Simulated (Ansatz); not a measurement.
Input for Ansatz (development build ahead of 0.2.0):

```yaml
crystal:
  periodic: [false, false, false]
  atoms:
    - { symbol: F, position_ang: [0.0155, 0.03037, 0.00871] }
    - { symbol: H, position_ang: [2.37606, -0.31198, 0.51264] }
    - { symbol: F, position_ang: [2.86455, 0.3021, 0.06409] }
basis:
  gaussian: { orbitals: def2-SVP }
magnetization:
  spin_polarized: true
  initial_magnetization: 1
hamiltonian:
  xc: pbe0
output:
  forces: true
```

The input is written out in the form of the current development build from the run's settings.

Output:

* Converged: yes
* Total energy: -199.81039 hartree
* Spin squared of the determinant: 0.751
* Stability test: minimum

Forces (eV/Å):
```csv
atom,Fx,Fy,Fz
F1,0.119,-0.006,0.017
H2,-0.668,-0.735,0.529
F3,0.549,0.742,-0.546
```

Caution: charge can spread falsely over distant fragments.
